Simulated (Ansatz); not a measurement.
C₅H₁₀, SMILES `C1CCCC1`, relaxed with RKS PBE-D4/def2-SVP in the Gaussian-basis code of Ansatz from a rough embedded geometry. The force threshold is 0.03 eV/Å; the program also tests the step.

The species carries charge 0 and has multiplicity 1.

Start:

```xyz
15

C    -0.801   -0.537   -0.736
C    -0.700    0.910   -0.543
C     0.689    1.030    0.015
C     1.025   -0.198    0.809
C    -0.169   -1.184    0.496
H    -1.884   -0.909   -0.865
H    -0.279   -0.890   -1.667
H    -1.388    1.258    0.174
H    -0.853    1.498   -1.510
H     1.428    1.107   -0.840
H     0.821    1.976    0.582
H     0.960    0.026    1.882
H     1.893   -0.686    0.591
H     0.156   -2.196    0.295
H    -0.898   -1.203    1.318
```

```json
{"step": "1", "energy (eV)": "-5336.7074", "largest force (eV/Å)": "4.230", "largest move (Å)": "0.000"}
{"step": "2", "energy (eV)": "-5337.1914", "largest force (eV/Å)": "1.327", "largest move (Å)": "0.064"}
{"step": "3", "energy (eV)": "-5337.2564", "largest force (eV/Å)": "0.067", "largest move (Å)": "0.038"}
{"step": "4", "energy (eV)": "-5337.2576", "largest force (eV/Å)": "0.011", "largest move (Å)": "0.012"}
```

End:

```xyz
15

C    -0.844   -0.588   -0.773
C    -0.703    0.925   -0.553
C     0.734    1.066   -0.016
C     0.974   -0.210    0.841
C    -0.182   -1.188    0.482
H    -1.892   -0.922   -0.917
H    -0.280   -0.885   -1.684
H    -1.435    1.260    0.215
H    -0.890    1.528   -1.465
H     1.443    1.089   -0.870
H     0.894    2.005    0.552
H     0.972    0.024    1.925
H     1.966   -0.654    0.624
H     0.165   -2.230    0.329
H    -0.923   -1.220    1.309
```

It took 6.5 s on 4 threads of an Arm Neoverse V1 on a shared host, with 0.16 GiB of host memory at the peak.
